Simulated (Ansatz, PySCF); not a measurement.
Dissociation curve of LiH, singlet.

Levels: RKS-B3LYP/3-21G = PySCF with restricted B3LYP/3-21G; RKS-B3LYP = Ansatz (a quantum-chemistry and plane-wave program) with restricted B3LYP/cc-pVQZ; RKS-BLYP = Ansatz with restricted BLYP/cc-pVQZ.

Total energies in hartree (comparable only within one method and basis):

| R / Å | RKS-B3LYP/3-21G | RKS-B3LYP | RKS-BLYP |
|---|---|---|---|
| 1.22 | -7.99677 | -8.06189 | -8.04568 |
| 1.26 | -8.00399 | -8.06837 | -8.05213 |
| 1.35 | -8.01603 | -8.07882 | -8.06257 |
| 1.45 | -8.02402 | -8.08526 | -8.06907 |
| 1.52 | -8.02705 | -8.08737 | -8.07126 |
| 1.54 | -8.02760 | -8.08768 | -8.07160 |
| 1.60 | -8.02854 | -8.08797 | -8.07200 |
| 1.66 | -8.02854 | -8.08745 | -8.07159 |
| 1.69 | -8.02824 | -8.08692 | -8.07113 |
| 1.73 | -8.02759 | -8.08600 | -8.07030 |
| 1.85 | -8.02415 | -8.08198 | -8.06659 |
| 1.99 | -8.01819 | -8.07564 | -8.06063 |
| 2.16 | -8.00938 | -8.06665 | -8.05215 |
| 2.40 | -7.99581 | -8.05322 | -8.03956 |
| 2.64 | -7.98227 | -8.04017 | -8.02748 |
| 2.91 | -7.96797 | -8.02672 | -8.01524 |
| 3.14 | -7.95689 | -8.01654 | -8.00614 |
| 3.54 | -7.94028 | -8.00168 | -7.99317 |
| 3.88 | -7.92868 | -7.99164 | -7.98466 |
| 4.29 | -7.91738 | -7.98216 | -7.97689 |
| 4.70 | -7.90850 | -7.97498 | -7.97120 |
| 5.48 | -7.89665 | -7.96575 | -7.96429 |
| 6.35 | -7.88901 | -7.95974 | -7.96015 |

The restricted form behind RKS-B3LYP/3-21G, RKS-B3LYP, RKS-BLYP keeps the bonding electrons paired and can't separate into open-shell fragments.
